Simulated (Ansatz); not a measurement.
**SiNH (singlet): the correlation ladder at scale of all distances = 0.868, 6-31G**

An exercise on one series of results from a longer session: the logs are not shown, and one member is left open.

The runs use Ansatz 0.2.0, Gaussian basis; 6-31G, core rule «outside noble gas», up to 6 orbitals frozen.

Plan: UHF; CCSD(T) on RHF; CCSD(T) on UHF; BCCD(T) on RHF; CISD; CCSDT(Q) on RHF; CCSDT(Q) on UHF; CISDTQ; CCSDTQ on RHF; CASSCF and MRCISD+Q, 2 electrons in 2 orbitals; CASSCF and NEVPT2, 2 electrons in 2 orbitals; Full CI.

15 further runs of the same task are left out: 4 for a known fault of the program, 7 that didn't finish, 4 set aside as unsound or not needed.

## The geometry

The geometry derives from a PBE0/def2-TZVP stationary point (not a proven minimum). All distances are scaled together.

3 atoms, charge 0, spin multiplicity 1.

Atoms are counted from 1 here; the program's logs count them from 0.

Bond lengths: Si1–N2 1.351 Å, Si1–H3 1.291 Å. Angles: N2–Si1–H3 180.0°.

Geometry (Å):

```xyz
3
charge 0, multiplicity 1
Si    0.0000    0.0000    0.0202
N     0.0000    0.0000   -1.3312
H     0.0000    0.0000    1.3110
```

The first run:

File in.yaml:

```yaml
crystal:
  periodic: [false, false, false]
  atoms:
    - {symbol: Si, position_ang: [0.000000, 0.000000, 0.020191]}
    - {symbol: N, position_ang: [0.000000, 0.000000, -1.331229]}
    - {symbol: H, position_ang: [0.000000, 0.000000, 1.311038]}
basis:
  gaussian: {orbitals: 6-31G}
magnetization: {spin_polarized: true, initial_magnetization: 0}
hamiltonian: {xc: hf}
output: {orbitals: {seedname: orbitals}}
```

The run is started by

```
$ ansatz run in.yaml --threads 1 --pin off --events-out ev --progress --plain --max-ram 2393MiB
```

Steps of the session up to this table: UHF; CCSD(T) on RHF; CCSD(T) on UHF; BCCD(T) on RHF; CISD; CCSDT(Q) on RHF; CCSDT(Q) on UHF; CISDTQ; CCSDTQ on RHF; CASSCF and MRCISD+Q, 2 electrons in 2 orbitals; CASSCF and NEVPT2, 2 electrons in 2 orbitals; Full CI.

One of the session's tables, all rows but one given; the rest of the session is left out.

```
       method  from FCI (kJ/mol)
          RHF             +530.1
          UHF             +526.7
         RMP2              +20.4
         CISD                  ?
        RCCSD              +23.7
     RCCSD(T)               +4.9
      BCCD(T)               +4.5
       RCCSDT               +3.9
       CISDTQ               +4.9
    RCCSDT(Q)               -0.5
      RCCSDTQ               +0.5
  CASSCF pair             +456.6
  NEVPT2 pair              +32.0
  MRCISD pair              +51.7
MRCISD+Q pair              +14.1
          FCI                  0
```

**Question.** Estimate the row for CISD.

As computed: from FCI (kJ/mol): +64.5. In the column «from FCI (kJ/mol)» it lies between MRCISD pair (+51.7) and CASSCF pair (+456.6).

Not comparable, so not listed: CCSD(T) on UHF; CCSDT(Q) on UHF (they don't share determinant, frozen orbitals or solution with the rows shown, or repeat one).

To keep in mind: RCCSDT(Q) falls below full CI, which methods that aren't variational can do.
